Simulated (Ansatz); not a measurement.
Two shapes of singlet CH4S.

Shape 1:

```xyz
6

C     0.0000   -0.0252   -1.0566
S     0.0000   -0.0548    0.6104
H     0.0000   -0.9906   -1.3562
H    -0.8279    0.4219   -1.4268
H     0.8279    0.4219   -1.4268
H     0.0000    1.1751    0.7837
```

Shape 2:

```xyz
6

C     0.0000   -0.0295   -1.2404
S     0.0000   -0.0644    0.7165
H     0.0000   -1.1629   -1.5920
H    -0.9719    0.4953   -1.6749
H     0.9719    0.4953   -1.6749
H     0.0000    1.3794    0.9200
```

Basis set: def2-TZVP (spherical functions). Frozen core: 6 orbitals. Charge 0, multiplicity 1.

Computed with Ansatz (development build ahead of 0.2.0); each method stands on the lowest determinant of its kind that the runs found.

Which shape is lower in energy, and by how much in each method?

| method | E(2) − E(1) (eV) |
| --- | --- |
| RHF | 0.206 |
| RHF-MP2 | -0.009 |

The methods disagree on the order. Caution: no unrestricted run beside it, a lower state can exist.
